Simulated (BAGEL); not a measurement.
**HF/STO-3G (density fitting with qzvpp-jkfit) run of HNO3 (peroxynitrous acid)**

Aim: the energy change on altering one bond length of HNO3 (peroxynitrous acid) at HF/STO-3G (density fitting with qzvpp-jkfit), from 2 runs. 

The calculation is run with BAGEL 1.2.2.

### Step 1. The molecule

HNO3 has 5 atoms, charge 0, and is taken as a singlet. As SMILES, `O=NOO`. Geometry: relaxed at GFN2-xTB. This is one conformer, not always the lowest.

Bond lengths: O1–N2 1.201 Å, N2–O3 1.273 Å, O3–O4 1.436 Å, O4–H5 0.984 Å. Angles: O1–N2–O3 119.9°, N2–O3–O4 119.3°, O3–O4–H5 102.4°.

### Step 2. A single-point energy at HF/STO-3G (density fitting with qzvpp-jkfit)

Contents of input.json:

```json
{ "bagel" : [

{
  "title" : "molecule",
  "basis" : "sto-3g",
  "df_basis" : "qzvpp-jkfit",
  "angstrom" : true,
  "geometry" : [
    { "atom" : "O", "xyz" : [       0.065910,      -0.913420,       1.047340 ] },
    { "atom" : "N", "xyz" : [      -0.887330,      -0.616080,       0.379900 ] },
    { "atom" : "O", "xyz" : [      -0.768700,       0.249290,      -0.545570 ] },
    { "atom" : "O", "xyz" : [       0.510450,       0.860430,      -0.776300 ] },
    { "atom" : "H", "xyz" : [       1.079670,       0.419780,      -0.105350 ] }
  ]
},

{ "title" : "hf" },

{ "title" : "print", "file" : "orbitals.molden", "orbitals" : true }

]}
```

Started as:

```console
$ BAGEL_NUM_THREADS=1 BAGEL input.json > input.out
```

The log of the run:

```text
* using 1 threads per process

  ===============================================================
  ===============================================================

  *** Geometry ***

  { "atom" : "O", "xyz" : [      0.124552,     -1.726114,      1.979186 ] },
  { "atom" : "N", "xyz" : [     -1.676811,     -1.164222,      0.717907 ] },
  { "atom" : "O", "xyz" : [     -1.452632,      0.471090,     -1.030978 ] },
  { "atom" : "O", "xyz" : [      0.964611,      1.625977,     -1.466994 ] },
  { "atom" : "H", "xyz" : [      2.040281,      0.793269,     -0.199083 ] },

  Number of auxiliary basis functions:      326

  Since a DF basis is specified, we compute 2- and 3-index integrals:
    o Being stored without compression. Storage requirement is 0.001 GB

  Number of basis functions:       21
  Number of electrons      :       32

    * METHOD: MOLECULE                             0.06

  *** RHF ***

  === Nuclear Repulsion ===
   123.3691381201

      * DIIS with orbital gradients will be used.

  === RHF iteration (sto-3g) ===
      0       -275.55991014          0.03038046           0.01
      1       -275.62230379          0.02428317           0.00
      2       -275.67900022          0.00264960           0.00
      3       -275.68137771          0.00126701           0.00
      4       -275.68198990          0.00046881           0.00
      5       -275.68208863          0.00016708           0.00
      6       -275.68209836          0.00005882           0.00
      7       -275.68209942          0.00002245           0.00
      8       -275.68209957          0.00000709           0.00
      9       -275.68209959          0.00000153           0.00
     10       -275.68209959          0.00000066           0.00
     11       -275.68209959          0.00000026           0.00
     12       -275.68209959          0.00000015           0.00
     13       -275.68209959          0.00000006           0.00
     14       -275.68209959          0.00000002           0.00
     15       -275.68209959          0.00000001           0.00
     16       -275.68209959          0.00000001           0.00
    * SCF iteration converged.

    * Permanent dipole moment:
           (   -0.539869,    -0.031522,    -0.141910) a.u.

    * METHOD: HF                                   0.12

    * METHOD: PRINT                                0.00

  ===============================================================
```

Wall time 0.34 s (1 thread of Arm Neoverse V2, shared host); peak memory 0.081 GiB.

### Step 3. The distorted shape at the same level

Contents of job.json:

```json
{ "bagel": [

{
  "title": "molecule",
  "basis": "sto-3g",
  "df_basis": "qzvpp-jkfit",
  "angstrom": true,
  "geometry": [
    { "atom": "O", "xyz": [      -0.573623,      -1.218970,       1.162697 ] },
    { "atom": "N", "xyz": [      -1.526863,      -0.921630,       0.495257 ] },
    { "atom": "O", "xyz": [      -1.408233,      -0.056260,      -0.430213 ] },
    { "atom": "O", "xyz": [       0.510450,       0.860430,      -0.776300 ] },
    { "atom": "H", "xyz": [       1.079670,       0.419780,      -0.105350 ] }
  ]
},

{ "title": "hf" },

{ "title": "print", "file": "orbitals.molden", "orbitals": true }

]}
```

Started as:

```console
$ BAGEL_NUM_THREADS=1 BAGEL job.json > job.out
```

The log of the run:

```text
* using 1 threads per process

  ===============================================================
  ===============================================================

  *** Geometry ***

  { "atom" : "O", "xyz" : [     -1.083990,     -2.303519,      2.197179 ] },
  { "atom" : "N", "xyz" : [     -2.885353,     -1.741628,      0.935900 ] },
  { "atom" : "O", "xyz" : [     -2.661175,     -0.106316,     -0.812985 ] },
  { "atom" : "O", "xyz" : [      0.964611,      1.625977,     -1.466994 ] },
  { "atom" : "H", "xyz" : [      2.040281,      0.793269,     -0.199083 ] },

  Number of auxiliary basis functions:      326

  Since a DF basis is specified, we compute 2- and 3-index integrals:
    o Being stored without compression. Storage requirement is 0.001 GB

  Number of basis functions:       21
  Number of electrons      :       32

    * METHOD: MOLECULE                             0.06

  *** RHF ***

  === Nuclear Repulsion ===
   109.3290734601

      * DIIS with orbital gradients will be used.

  === RHF iteration (sto-3g) ===
      0       -274.92421918          0.05785793           0.01
      1       -271.50369226          0.10431321           0.00
      2       -275.11198751          0.03321052           0.00
      3       -275.26910730          0.02755568           0.00
      4       -275.32501789          0.02488292           0.00
      5       -275.31428586          0.02554853           0.00
      6       -275.38480116          0.02184719           0.00
      7       -275.44529493          0.01703307           0.00
      8       -275.44505505          0.01694458           0.00
      9       -275.43803238          0.01782983           0.00
     10       -275.44958609          0.01560870           0.00
     11       -275.48031945          0.00517608           0.00
     12       -275.49047456          0.00107722           0.00
     13       -275.49093364          0.00044891           0.00
     14       -275.49098116          0.00018083           0.00
     15       -275.49099088          0.00009759           0.00
     16       -275.49099211          0.00004854           0.00
     17       -275.49099290          0.00001221           0.00
     18       -275.49099293          0.00000295           0.00
     19       -275.49099293          0.00000135           0.00
     20       -275.49099293          0.00000053           0.00
     21       -275.49099293          0.00000016           0.00
     22       -275.49099293          0.00000009           0.00
     23       -275.49099293          0.00000006           0.00
     24       -275.49099293          0.00000004           0.00
     25       -275.49099293          0.00000002           0.00
     26       -275.49099293          0.00000001           0.00
     27       -275.49099293          0.00000001           0.00
    * SCF iteration converged.

    * Permanent dipole moment:
           (   -0.635464,    -0.068835,    -0.134634) a.u.

    * METHOD: HF                                   0.16

    * METHOD: PRINT                                0.00

  ===============================================================
```

It took 0.38 s on 1 thread of Arm Neoverse V2, shared host; peak memory 0.081 GiB.

### Step 4. Outcome

At HF/STO-3G (density fitting with qzvpp-jkfit):

| quantity | value |
| --- | --- |
| first shape: total energy | -275.68210 Eh |
| first shape: dipole moment | 1.42 D |
| first shape: HOMO energy | -9.96 eV |
| first shape: LUMO energy | 5.82 eV |
| first shape: HOMO–LUMO gap | 15.77 eV |
| distorted shape: total energy | -275.49099 Eh |
| distorted shape: dipole moment | 1.66 D |
| distorted shape: HOMO energy | -7.50 eV |
| distorted shape: LUMO energy | 1.61 eV |
| distorted shape: HOMO–LUMO gap | 9.10 eV |
| energy change with the O3–O4 bond stretched from 1.436 to 2.154 Å | 5.200 eV |

One bond (distorted shape) is far stretched, which a spin-restricted single reference describes badly; a broken-symmetry solution may lie lower. With the O3–O4 bond stretched from 1.436 to 2.154 Å the energy rises by 5.20 eV (502 kJ/mol). The first shape isn't relaxed at this level, so the change isn't measured from a minimum. A restricted reference can't describe the breaking bond well at this length. The minimal basis adds a large error of its own.
